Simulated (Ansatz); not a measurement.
A run of Ansatz (development build ahead of 0.2.0) on singlet F4 at this shape:

```xyz
4

F     0.7100    0.0000    2.8000
F    -0.7100    0.0000    2.8000
F     0.7100    0.0000    0.0000
F    -0.7100    0.0000    0.0000
```

Its results:

```
Converged                       : yes
Total energy                    : -397.01102 hartree
Spin squared of the determinant : 0.000
```

Which input gives this output? Name the method, the orbitals and the basis set, and write the input.

RHF in def2-SVP. An unrestricted run that stays on the closed shell gives the same numbers.

```yaml
crystal:
  periodic: [false, false, false]
  atoms:
    - { symbol: F, position_ang: [0.71, 0.0, 2.8] }
    - { symbol: F, position_ang: [-0.71, 0.0, 2.8] }
    - { symbol: F, position_ang: [0.71, 0.0, 0.0] }
    - { symbol: F, position_ang: [-0.71, 0.0, 0.0] }
basis:
  gaussian: { orbitals: def2-SVP }
hamiltonian:
  xc: hf
```
